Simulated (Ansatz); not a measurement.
The same path of CH4 + ClHSi (8 atoms, charge 0, multiplicity 1) was run twice with different band settings. Lost on the way: H3–C4. Made: Si1–H3, Si1–C4.

Theory: RKS CAM-B3LYP/6-31G* in Ansatz.

Relaxed end points:

```xyz
8
Properties=species:S:1:pos:R:3
Si -0.443 -2.048 -0.701
Cl 1.265 -2.787 0.265
H -0.381 0.870 -0.926
C 0.070 1.304 -0.028
H -1.180 -1.703 0.586
H 0.808 0.622 0.403
H -0.709 1.508 0.709
H 0.569 2.234 -0.307
```

```xyz
8
Properties=species:S:1:pos:R:3
Si -0.311 -0.736 -0.310
Cl 1.339 -1.991 -0.449
H -0.886 -0.618 -1.670
C 0.210 0.925 0.358
H -1.289 -1.400 0.582
H 0.663 0.829 1.349
H -0.661 1.583 0.445
H 0.934 1.407 -0.305
```

Common settings: movable images 7; climbing image yes; spring 5.0 eV/Å²; optimiser quadratic models (default); start path through a guess of the saddle point; iteration limit 60; end points relaxed.

| run | force threshold |
| --- | --- |
| 1 | 0.05 eV/Å |
| 2 | 0.2 eV/Å |

(1) What does each run give, and how far can it be trusted?

Answers

(1) Run 1: converged after 9 iterations, highest image 1.586 eV above the first end. Neighbouring images differ by up to 1.6 eV, so the band resolves the path poorly. A vibrational analysis at the climbing image gives one clearly imaginary mode, 1361i cm⁻¹: a first-order saddle point.
Run 2: converged after 7 iterations, highest image 1.588 eV above the first end. The threshold of 0.2 eV/Å is loose, so the images may lie well off the minimum-energy path. Neighbouring images differ by up to 1.6 eV, so the band resolves the path poorly. Another band between the same ends (7 images) ends at a top of the same energy, where a vibrational analysis finds 1 clearly imaginary mode.
The orbitals stay closed-shell, which can raise the energy where a bond breaks towards radicals; this wasn't checked here.
